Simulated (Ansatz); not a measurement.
# [SiH3]+ (SMILES [SiH3+]): PBE0-DH-D3(BJ)/aug-cc-pVDZ (sfX2C, damping of pbe)

What is the energy difference between two shapes of [SiH3]+ at PBE0-DH-D3(BJ)/aug-cc-pVDZ (sfX2C, damping of pbe)? 

Program for the calculation: Ansatz 0.2.0.

7 further runs of the same task are left out: 7 set aside as unsound or not needed.

### 1 The molecule

The species is [SiH3]+ (4 atoms), meant as a singlet with charge +1. SMILES: `[SiH3+]`. Geometry: relaxed at PBE0-D4/def2-TZVP.

Bond lengths: Si1–H2 1.472 Å, Si1–H3 1.472 Å, Si1–H4 1.472 Å. Angles: H2–Si1–H3 120.0°, H2–Si1–H4 120.0°, H3–Si1–H4 120.0°.

### 2 The energy at PBE0-DH-D3(BJ)/aug-cc-pVDZ (sfX2C, damping of pbe)

The input, in.yaml:

```yaml
crystal:
  periodic: [false, false, false]
  atoms:
    - symbol: Si
      position_ang: [-0.000000, -0.000000, 0.000000]
    - symbol: H
      position_ang: [0.686900, 0.675400, 1.113000]
    - symbol: H
      position_ang: [-0.118400, -1.467200, -0.009900]
    - symbol: H
      position_ang: [-0.568500, 0.791700, -1.103100]
basis:
  gaussian:
    orbitals: aug-cc-pVDZ
total_charge: 1
magnetization:
  spin_polarized: false
hamiltonian:
  xc: {name: PBE0-DH}
  dispersion: {method: d3bj, functional: pbe}
  pseudopotentials: {relativity: scalar}
correlation:
  electrons: all
output: {orbitals: {seedname: orbitals}}
```

On the command line:

```console
$ ansatz run in.yaml --threads 1 --pin off --max-ram 2610MiB --events-out events.jsonl --progress --plain --runs-dir runs
```

Log:

```text
Warning: RAYON_NUM_THREADS=1 ignored (pool sized by the plan → 1); use --threads N
Functional definition: PBE0-DH
  name "PBE0-DH"
  parameter a = 1/2
  parameter c = 1/8
  exchange = (1 - a)*pbe_x + a*exact_x
  correlation = (1 - c)*pbe_c + c*(mp2_os + mp2_ss)
529 factors; integrals over basis functions are off by at most 9.2e-4 eV
mean field evaluation 1: about -7926.6787 eV, gradient 6.2e0 eV
mean field evaluation 2: about -7926.6762 eV, gradient 6.3e0 eV
mean field evaluation 4: about -7926.7962 eV, gradient 1.6e-1 eV
mean field evaluation 8: about -7926.7962 eV, gradient 1.2e-4 eV
mean field -7926.79624154 eV, -291.3043889010 hartree, gradient 6.8e-7 eV, S^2 0.000000; 0 other end points of the search recorded, 0 dependent functions left out
reference -7926.79625325 eV, -291.3043893316 hartree; 8, 8 occupied and 46, 46 virtual orbitals, 529 factors
second order -3.23191595 eV of doubles, -0.00000000 eV of singles
Total energy: -7927.23828278 eV, -291.3206336172 hartree
Relativity: scalar
```

Wall time 0.89 s (1 thread of Arm Neoverse V2, shared host).

### 3 The distorted shape at the same level

The input, in.yaml:

```yaml
crystal:
  periodic: [false, false, false]
  atoms:
    - symbol: Si
      position_ang: [-0.132263, -0.062670, -0.157594]
    - symbol: H
      position_ang: [0.747632, 0.590031, 1.225718]
    - symbol: H
      position_ang: [-0.057715, -1.363176, -0.104405]
    - symbol: H
      position_ang: [-0.622353, 0.728990, -1.231973]
basis:
  gaussian:
    orbitals: aug-cc-pVDZ
total_charge: 1
magnetization:
  spin_polarized: false
hamiltonian:
  xc: {name: PBE0-DH}
  dispersion: {method: d3bj, functional: pbe}
  pseudopotentials: {relativity: scalar}
correlation:
  electrons: all
output: {orbitals: {seedname: orbitals}}
```

On the command line:

```console
$ ansatz run in.yaml --threads 1 --pin off --max-ram 2610MiB --events-out events.jsonl --progress --plain --runs-dir runs
```

Log, cut to the lines that bear on the results:

```text
Warning: RAYON_NUM_THREADS=1 ignored (pool sized by the plan → 1); use --threads N
[... 6 set-up lines as earlier in the session ...]
529 factors; integrals over basis functions are off by at most 9.8e-4 eV
mean field evaluation 1: about -7925.5617 eV, gradient 7.1e0 eV
mean field evaluation 2: about -7925.5594 eV, gradient 7.1e0 eV
mean field evaluation 4: about -7925.7267 eV, gradient 2.6e-1 eV
mean field evaluation 8: about -7925.7270 eV, gradient 5.9e-4 eV
mean field -7925.72695831 eV, -291.2650934672 hartree, gradient 5.9e-6 eV, S^2 0.000000; 0 other end points of the search recorded, 0 dependent functions left out
reference -7925.72697273 eV, -291.2650939973 hartree; 8, 8 occupied and 46, 46 virtual orbitals, 529 factors
second order -3.29186053 eV of doubles, -0.00000000 eV of singles
Total energy: -7926.17853624 eV, -291.2816886499 hartree
Relativity: scalar
```

Run time: 0.9 s. Hardware: 1 thread of Arm Neoverse V2, shared host.

### 4 What came out

Level: PBE0-DH-D3(BJ)/aug-cc-pVDZ (sfX2C, damping of pbe).

| quantity | value |
| --- | --- |
| first shape: total energy | -291.32063 Eh |
| first shape: HOMO energy (SCF part's orbitals) | -18.96 eV |
| first shape: LUMO energy (SCF part's orbitals) | -9.16 eV |
| first shape: HOMO–LUMO gap (SCF part's orbitals) | 9.80 eV |
| first shape: dispersion energy | -3.67 kJ/mol |
| distorted shape: total energy | -291.28169 Eh |
| distorted shape: HOMO energy (SCF part's orbitals) | -17.67 eV |
| distorted shape: LUMO energy (SCF part's orbitals) | -9.21 eV |
| distorted shape: HOMO–LUMO gap (SCF part's orbitals) | 8.46 eV |
| distorted shape: dispersion energy | -3.87 kJ/mol |
| energy change with the atoms displaced | 1.060 eV |

In words: With the atoms displaced the energy rises by 1.06 eV (24 kcal/mol). The first shape isn't relaxed at this level, so the change isn't measured from a minimum.
